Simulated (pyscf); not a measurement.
A first-order saddle from PySCF, ωB97X-D3(BJ)/def2-SVP:

```xyz
10

B     -0.2015    -0.2344    -0.0196
O     -0.3253     0.3338     1.3879
O      1.0931    -0.1589    -0.4899
O     -1.0580    -1.3169    -0.1600
H     -0.9586    -0.2038     1.8873
H      1.1482    -0.1286    -1.4493
H     -0.8174    -1.8954    -0.8898
S     -1.2655     1.6411    -0.7402
H     -0.8787     1.2261     0.8422
H     -2.4985     1.0994    -0.7061
```
Charge 0, spin multiplicity 1.

Surface: singlet, charge 0. Lowest wavenumbers (cm⁻¹): 1092i, 168, 222, 245, 284.

What reaction is this the transition state of?

boric acid (HO–B(OH)–OH) + H₂S <-> HO–B(OH)–SH + water (H₂O), a four-centre exchange read from left to right: B–O, H–S broken and B–S, H–O formed. At ωB97M-D3(BJ)/def2-TZVP it lies +151.5 kJ/mol from the left side and +73.7 kJ/mol from the right (each side as separated species at their lowest minima found). On the product side the descent ends in a complex, 22.2 kJ/mol under the separated species and 100.5 kJ/mol under the saddle at ωB97X-D3(BJ)/def2-TZVP. The reactants may also form a dative adduct at HO–B(OH)–OH; it and routes through it were not searched. The products may also form a dative adduct at HO–B(OH)–SH; it and routes through it were not searched. One saddle was located; it need not be the lowest between these sides.
